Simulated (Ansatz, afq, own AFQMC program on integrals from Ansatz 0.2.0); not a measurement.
# HBr, singlet: AFQMC among the cluster methods

```yaml
atoms:
  - { symbol: Br, position_ang: [0.0000, 0.0000, 0.0000] }
  - { symbol: H, position_ang: [0.0000, 0.0000, 1.7150] }
```

Basis cc-pVDZ. Noble-gas cores (and the filled d shells of Ga–Kr and In–Xe) are frozen. Integrals, coupled cluster, full CI and functionals: Ansatz 0.2.0; the random walks run on the same integrals in our own AFQMC program. ph-AFQMC/CISD is guided by a CISD state made of CCSD amplitudes; releasing the constraint for a short imaginary time cuts its bias at the price of noise, slowly where states lie close. Uncertainties: one standard error, sampling alone. No spin–orbit coupling.

Determinant: RHF, the one that the program's search chose, which needn't be the lowest solution. The geometry is a point of a scan.

Full CI on the same integrals is exact in this basis and with this determinant's frozen core.

Cautions: no relativity below Rb; no spin-orbit coupling; inner d shell frozen.

The T1 diagnostic is 0.0078, the weight of the determinant in the CISD state is 0.924 and the size of the correlated space is 8 electrons in 18 orbitals.

Reference: full CI, correlation energy -4.058 eV. The released energy is read at 2.40 1/Eh (meV from the phaseless value at times in 1/Eh: -1.4 ± 1.4 at 0.24, -3.4 ± 1.6 at 0.51, -4.5 ± 1.3 at 0.99, -4.6 ± 0.9 at 1.62, -4.2 ± 1.3 at 2.40).

```tsv
level	E − E(reference) (kJ/mol)	share of correlation (%)
HF	391.6	0.00
MP2	54.3	86.13
CCSD	8.2	97.92
CCSD(T)	1.6	99.59
CCSDT	0.8	99.80
CCSDT(Q)	0.1	99.98
CCSDTQ	0.0	99.99
ph-AFQMC/CISD	0.5 ± 0.1	99.87
released AFQMC	0.1 ± 0.1	99.97
```

CCSDT and higher add their correlation energy to the determinant of the CCSD(T) run, since their own runs factorise the integrals more tightly (a shift of under 2 meV). A walk keeps the symmetry of its determinant, which the program's search chose and which needn't be the lowest solution, so a lower state of the same spin and another symmetry isn't excluded. Released energies are given only where the last usable release times agree within the noise; a slower fall can still hide under it.
